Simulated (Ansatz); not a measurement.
The input, for Ansatz 0.2.0:

```yaml
crystal:
  periodic: [false, false, false]
  atoms:
    - {symbol: Si, position_ang: [0.084376, 0.005225, 0.169228]}
    - {symbol: B, position_ang: [-0.080498, 0.013599, -1.857734]}
    - {symbol: H, position_ang: [-0.003878, -0.018825, 1.688506]}
basis:
  gaussian: {orbitals: 6-31G}
magnetization: {spin_polarized: false}
hamiltonian: {xc: {name: r2SCAN}}
correlation: {method: ccsdtq, electrons: valence}
output: {forces: true}
```

```sh
$ ansatz run in.yaml --threads 1 --pin off --events-out ev --progress --plain --max-ram 2393MiB
```

Log:

```
499 factors; integrals over basis functions are off by at most 1.3e-7 eV
mean field evaluation 1: about -8560.2261 eV, gradient 8.2e0 eV
mean field evaluation 2: about -8560.2227 eV, gradient 8.2e0 eV
mean field evaluation 4: about -8560.5016 eV, gradient 2.1e0 eV
mean field evaluation 8: about -8560.5208 eV, gradient 8.2e-1 eV
mean field evaluation 16: about -8560.5658 eV, gradient 7.3e-7 eV
mean field evaluation 32: about -8560.5216 eV, gradient 2.4e-4 eV
mean field evaluation 64: about -8560.5655 eV, gradient 2.3e-2 eV
mean field evaluation 96: about -8560.5658 eV, gradient 2.3e-2 eV
mean field -8560.56581637 eV, -314.5949911917 hartree, gradient 6.9e-7 eV, S^2 0.000000; 8 other end points of the search recorded, 0 dependent functions left out; unrestricted orbitals would lower it
unrestricted determinant -8542.49498604 eV, -313.9309004258 hartree, S^2 1.2974
6 core orbitals not correlated: weight in the atoms' cores, before any rotation towards them, 1.000 or more for the frozen orbitals, at most 0.000 for the correlated occupied ones
reference -8541.13869515 eV, -313.8810576551 hartree; 4, 4 occupied and 14, 14 virtual orbitals, 499 factors
second order -2.92474741 eV of doubles, -0.20639078 eV of singles
cycle   1  -3.32930329 eV  change   -2.0e-1 eV  update   1.2e-1
cycle   2  -3.68923633 eV  change   -3.6e-1 eV  update   7.2e-2
...
cycle  58  -4.12883132 eV  change    1.3e-8 eV  update   7.7e-8
cycle  59  -4.12883129 eV  change    3.1e-8 eV  update   5.9e-8
cycle  60  -4.12883128 eV  change    1.3e-8 eV  update   5.8e-8
cycle   1  -4.12883116 eV  update   6.3e-8
cycle   2  -4.12883113 eV  change    2.9e-8 eV  update   4.0e-8
cycle   3  -4.12883109 eV  change    3.1e-8 eV  update   3.1e-8
cycle   4  -4.12883108 eV  change    1.3e-8 eV  update   2.7e-8
cycle   5  -4.12883108 eV  change   9.3e-11 eV  update   2.4e-8
cycle   6  -4.12883109 eV  change   -8.1e-9 eV  update   2.3e-8
the calculation of the forces begins
mean field evaluation 128: about -8541.1356 eV, gradient 9.7e0 eV
Total energy: -8545.26752624 eV, -314.0327893991 hartree
Atom 0 at     0.084376     0.005225     0.169228 Å, force     1.426046     0.121594    -0.177480 eV/Å
Atom 1 at    -0.080498     0.013599    -1.857734 Å, force    -0.611154    -0.048932    -0.214063 eV/Å
Atom 2 at    -0.003878    -0.018825     1.688506 Å, force    -0.814892    -0.072662     0.391543 eV/Å
Dipole moment:    -0.029525    -0.005312     0.258758 e Å
```

Forces (eV/Å):
```
Si   1.426  0.122 -0.177
B   -0.611 -0.049 -0.214
H   -0.815 -0.073  0.392
```

Ran on 1 thread of Arm Neoverse V2, shared host: 64 s wall, 0.26 GiB peak host memory.
